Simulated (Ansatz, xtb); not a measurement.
# Loss of H2: C3H6 → C3H4 + H2

Species: C3H6 (propene) `C=CC`, singlet; C3H4 `C#CC`, singlet; H2 (hydrogen), singlet. 

Shapes, held fixed at every level: PBE0-D4/def2-TZVP. Programs: Ansatz 0.2.0, xtb 6.7.1. The zero-point and thermal change to 298 K, harmonic and unscaled (PBE0-D4/def2-TZVP), is -28.2 kJ/mol.

```csv
level,kind,ΔH(298 K) (kJ/mol),less CCSD(T)/CBS estimate
GFN0-xTB,semi-empirical,-42.7,-209.8
PBE-D4/def2-TZVPP,GGA,+176.8,+9.7
r2SCAN0-D4/def2-TZVPP,global hybrid,+187.1,+20.0
MP2/def2-TZVPP,perturbation theory,+159.1,-8.0
CCSD(T)/def2-SVP,coupled cluster or CI,+176.6,+9.5
CCSD/def2-SVP,coupled cluster or CI,+179.3,+12.2
CCSD(T)/def2-TZVPP,coupled cluster or CI,+167.8,+0.7
CCSD(T)/CBS estimate,coupled cluster or CI,+167.1,0.0
```

The highest level, CCSD(T)/CBS estimate, gives ΔH(298 K) = +167.1 kJ/mol; the levels span -42.7 to +187.1. They disagree on the sign: 7 of 8 are positive. GFN0-xTB strays far from the other rows. The column of differences is taken from that level and isn't an error. No measured value is set beside it here. The CBS estimate extrapolates MP2 from def2-TZVPP and def2-QZVPP and adds CCSD(T) − MP2 in the triple-zeta set, cores frozen; for H2 it overshoots the exact energy by about 1 mEh.
